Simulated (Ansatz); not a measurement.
# C₄H₃F: one species, many methods

One table from this session's results is given with a row withheld; the runs are named, their logs left out.

The runs use Ansatz 0.2.0, Gaussian basis; functionals in def2-TZVPP, the program's frozen cores in correlated methods.

Plan: LDA (SPW92), PBE-D4, revPBE-D4, BLYP-D4, r2SCAN-D4, B97M-V, PBE0-D4, B3LYP-D4, r2SCANh-D4, r2SCAN0-D4, HSE06-D4, BHLYP-D4, CAM-B3LYP-D4, LC-ωPBE, ωB97X-V, ωB97M-V, B2PLYP, PBE-QIDH; CCSD(T)/def2-SVP; CCSD(T)/def2-TZVPP; MP2/def2-QZVPP; extrapolation to the limit; RPA on PBE.

### The geometry

The geometry comes from an earlier relaxation with PBE0-D4 in a triple-zeta def2 set; it is a stationary point, not always the lowest conformer.

SMILES `C#C/C=C/F`, 8 atoms, charge 0, spin multiplicity 1.

Atoms are counted from 1 here; the program's logs count them from 0.

Bond lengths: C1–C2 1.203 Å, C1–H6 1.064 Å, C2–C3 1.413 Å, C3–C4 1.328 Å, C3–H7 1.086 Å, C4–F5 1.329 Å, C4–H8 1.084 Å. Angles: C2–C1–H6 179.7°, C1–C2–C3 178.5°, C2–C3–C4 122.2°, C2–C3–H7 118.7°, C4–C3–H7 119.1°, C3–C4–F5 121.3°, C3–C4–H8 125.5°, F5–C4–H8 113.2°.

The first run:

Contents of in.yaml:

```yaml
crystal:
  periodic: [false, false, false]
  atoms:
    - {symbol: C, position_ang: [-0.008512, 1.593949, 1.418754]}
    - {symbol: C, position_ang: [-0.088679, 0.842407, 0.483186]}
    - {symbol: C, position_ang: [-0.198453, -0.012602, -0.636665]}
    - {symbol: C, position_ang: [0.207093, -1.276665, -0.603260]}
    - {symbol: F, position_ang: [0.095501, -2.065584, -1.666782]}
    - {symbol: H, position_ang: [0.064675, 2.254692, 2.249708]}
    - {symbol: H, position_ang: [-0.629000, 0.379847, -1.552969]}
    - {symbol: H, position_ang: [0.649476, -1.773245, 0.252228]}
basis:
  gaussian: {orbitals: def2-TZVPP}
hamiltonian: {xc: lda}
output: {orbitals: {seedname: orbitals}}
```

Started as:

```bash
> ansatz run in.yaml --threads 2 --pin off --events-out ev --progress --plain --max-ram 4352MiB
```

Steps of the session up to this table: LDA; PBE-D4 (GGA); revPBE-D4 (GGA); BLYP-D4 (GGA); r2SCAN-D4 (meta-GGA); B97M-V (meta-GGA); PBE0-D4 (hybrid); B3LYP-D4 (hybrid); r2SCANh-D4 (hybrid); r2SCAN0-D4 (hybrid); HSE06-D4 (hybrid); BHLYP-D4 (hybrid); CAM-B3LYP-D4 (range-separated); LC-ωPBE (range-separated); ωB97X-V (range-separated); ωB97M-V (range-separated); B2PLYP (double hybrid); PBE-QIDH (double hybrid).

One of the session's tables, all rows but one given; the rest of the session is left out.

| functional | HOMO (eV) | gap (eV) |
| --- | --- | --- |
| LDA (SPW92) | -6.22 | 4.15 |
| PBE-D4 | -6.01 | 4.19 |
| revPBE-D4 | -5.93 | 4.21 |
| BLYP-D4 | -5.85 | 4.17 |
| r2SCAN-D4 | -6.19 | 4.55 |
| B97M-V | ? | ? |
| PBE0-D4 | -7.12 | 6.24 |
| B3LYP-D4 | -6.91 | 5.80 |
| r2SCANh-D4 | -6.61 | 5.31 |
| r2SCAN0-D4 | -7.25 | 6.46 |
| HSE06-D4 | -6.72 | 5.46 |
| BHLYP-D4 | -8.09 | 8.26 |
| CAM-B3LYP-D4 | -8.40 | 8.62 |
| LC-ωPBE | -9.72 | 11.09 |
| ωB97X-V | -9.33 | 10.66 |
| ωB97M-V | -9.23 | 10.47 |

**Question.** Estimate the row for B97M-V.

The run gave: HOMO (eV): -6.19; gap (eV): 4.64.
